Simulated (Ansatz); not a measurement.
# SiH₃O− (SMILES O[SiH2-]): functionals against CCSD(T) at one geometry

Aim: energy, forces and dipole at a structure displaced at random from a GFN2-xTB minimum, from CCSD(T) and from density functionals.

The runs use Ansatz 0.2.0, Gaussian basis; single points in def2-TZVPPD.

Cores are frozen in the correlated methods.

**1. The system as given**

SMILES `O[SiH2-]`, 5 atoms, charge -1, spin multiplicity 1.

Atoms are counted from 1 here; the program's logs count them from 0.

Bond lengths: O1–Si2 1.773 Å, O1–H3 0.990 Å, Si2–H4 1.570 Å, Si2–H5 1.632 Å. Angles: Si2–O1–H3 100.8°, O1–Si2–H4 101.9°, O1–Si2–H5 88.9°, H4–Si2–H5 94.1°.

Geometry (Å):

```tsv
atom	x (Å)	y (Å)	z (Å)
O1	0.5817	-0.4516	0.8912
Si2	0.2874	0.2215	-0.7223
H3	0.6122	-1.4194	0.6850
H4	-1.2256	-0.1333	-0.9488
H5	-0.0329	1.6632	-0.0273
```

**2. CCSD(T)/def2-TZVPPD**

Input file run/in.yaml:

```yaml
crystal:
  periodic: [false, false, false]
  atoms:
    - {symbol: O, position_ang: [0.581700, -0.451600, 0.891200]}
    - {symbol: Si, position_ang: [0.287400, 0.221500, -0.722300]}
    - {symbol: H, position_ang: [0.612200, -1.419400, 0.685000]}
    - {symbol: H, position_ang: [-1.225600, -0.133300, -0.948800]}
    - {symbol: H, position_ang: [-0.032900, 1.663200, -0.027300]}
basis:
  gaussian: {orbitals: "def2-TZVPPD.json"}
total_charge: -1
correlation: {method: ccsd_t}
output: {forces: true}
```

The basis file named in the input lies beside it (Basis Set Exchange, JSON).

No record of the launch command was kept for these runs.

**3. PBE0-D4/def2-TZVPPD**

run/in.yaml: that of step 2 with these lines changed.

```diff
@@ -11,3 +11,3 @@
 total_charge: -1
-correlation: {method: ccsd_t}
-output: {forces: true}
+hamiltonian: {xc: pbe0, dispersion: d4}
+output: {forces: true, orbitals: {seedname: orbitals}}
```

**4. wB97M-V/def2-TZVPPD**

run/in.yaml: that of step 3 with these lines changed.

```diff
@@ -11,3 +11,3 @@
 total_charge: -1
-hamiltonian: {xc: pbe0, dispersion: d4}
-output: {forces: true, orbitals: {seedname: orbitals}}
+hamiltonian: {xc: {name: wB97M-V}}
+output: {forces: true}
```

**5. r2SCAN-D4/def2-TZVPPD**

run/in.yaml: that of step 4 with these lines changed.

```diff
@@ -11,3 +11,3 @@
 total_charge: -1
-hamiltonian: {xc: {name: wB97M-V}}
+hamiltonian: {xc: r2scan, dispersion: d4}
 output: {forces: true}
```

**6. PBE-D4/def2-TZVPPD**

run/in.yaml: that of step 5 with these lines changed.

```diff
@@ -11,3 +11,3 @@
 total_charge: -1
-hamiltonian: {xc: r2scan, dispersion: d4}
+hamiltonian: {xc: pbe, dispersion: d4}
 output: {forces: true}
```

**7. SPW92/def2-TZVPPD**

run/in.yaml: that of step 6 with these lines changed.

```diff
@@ -11,3 +11,3 @@
 total_charge: -1
-hamiltonian: {xc: pbe, dispersion: d4}
+hamiltonian: {xc: lda}
 output: {forces: true}
```

**8. revPBE-D4/def2-TZVPPD**

run/in.yaml: that of step 7 with these lines changed.

```diff
@@ -11,3 +11,3 @@
 total_charge: -1
-hamiltonian: {xc: lda}
+hamiltonian: {xc: {name: revPBE}, dispersion: d4}
 output: {forces: true}
```

(Steps that only read results are left out.)

**Question.** What will these runs give? Wanted: RMS force component; RMS force error; HOMO and LUMO, PBE0-D4; T1 diagnostic.

The runs gave:

```
              quantity                                                                                           value
   RMS force component                                                            0.582 to 0.799 eV/Å over the methods
       RMS force error  PBE0-D4 0.095, wB97M-V 0.051, r2SCAN-D4 0.059, PBE-D4 0.217, SPW92 0.229, revPBE-D4 0.252 eV/Å
HOMO and LUMO, PBE0-D4                                                                                0.34 and 3.99 eV
         T1 diagnostic                                                                                           0.015
```

In words: On forces the order runs from wB97M-V to revPBE-D4. Frozen-core CCSD(T) forces in triple zeta carry basis errors of their own, and this is one geometry, so small gaps rank nothing.
